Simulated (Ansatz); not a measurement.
**AlH₂+ (triplet): the correlation ladder at scale of all distances = 1.511, aug-cc-pVTZ**

One table from this session's results is given with a row withheld; the runs are named, their logs left out.

Computed with Ansatz 0.2.0, Gaussian basis. Level: aug-cc-pVTZ, core rule «outside noble gas», up to 5 orbitals frozen.

To be run: UHF; CCSD(T) on ROHF; CCSD(T) on UHF; BCCD(T) on ROHF; CCSDT(Q) on ROHF; CCSDT(Q) on UHF; CASSCF and NEVPT2, 4 electrons in 6 orbitals; Full CI.

14 further runs of the same task are left out: 1 for a known fault of the program, 12 that didn't finish, 1 set aside as unsound or not needed.

## The geometry

The geometry derives from a PBE0/def2-TZVP stationary point (not a proven minimum). All distances are scaled together.

3 atoms, charge 1, spin multiplicity 3.

Atoms are counted from 1 here; the program's logs count them from 0.

No contacts short enough for the rule that draws bonds.

Set-up of the first run:

in.yaml

```yaml
crystal:
  periodic: [false, false, false]
  atoms:
    - {symbol: Al, position_ang: [0.000000, 0.000000, -0.154266]}
    - {symbol: H, position_ang: [0.000000, 1.359264, 2.064775]}
    - {symbol: H, position_ang: [0.000000, -1.359264, 2.064775]}
basis:
  gaussian: {orbitals: aug-cc-pVTZ}
total_charge: 1
magnetization: {spin_polarized: true, initial_magnetization: 2}
hamiltonian: {xc: hf}
output: {orbitals: {seedname: orbitals}}
```

On the command line:

```bash
$ ansatz run in.yaml --threads 1 --pin off --events-out ev --progress --plain --max-ram 2393MiB
```

Steps of the session up to this table: UHF; CCSD(T) on ROHF; CCSD(T) on UHF; BCCD(T) on ROHF; CCSDT(Q) on ROHF; CCSDT(Q) on UHF; CASSCF and NEVPT2, 4 electrons in 6 orbitals; Full CI.

One of the session's tables, all rows but one given; the rest of the session is left out.

| method | from FCI (kcal/mol) |
| --- | --- |
| ROHF | +30.39 |
| UHF | +28.58 |
| RMP2 | +9.43 |
| UMP2 | +9.39 |
| RCCSD | +0.50 |
| UCCSD | +0.45 |
| RCCSD(T) | +0.15 |
| UCCSD(T) | ? |
| BCCD(T) | +0.14 |
| RCCSDT | 0.00 |
| UCCSDT | 0.00 |
| RCCSDT(Q) | 0.00 |
| UCCSDT(Q) | 0.00 |
| CASSCF valence | +6.76 |
| NEVPT2 valence | +2.34 |
| FCI | 0 |

Estimate the missing values for UCCSD(T).

The run gave: from FCI (kcal/mol): +0.13. In the column «from FCI (kcal/mol)» it lies between FCI (0) and BCCD(T) (+0.14).

To keep in mind: Levels on UHF freeze UHF's core orbitals, full CI those of ROHF, so the U rows can settle a little off it for that reason alone. Restricted and unrestricted rows rest on different reference determinants; where their highest levels disagree by more than a few hundredths of an eV, they describe different states and don't form one ladder.
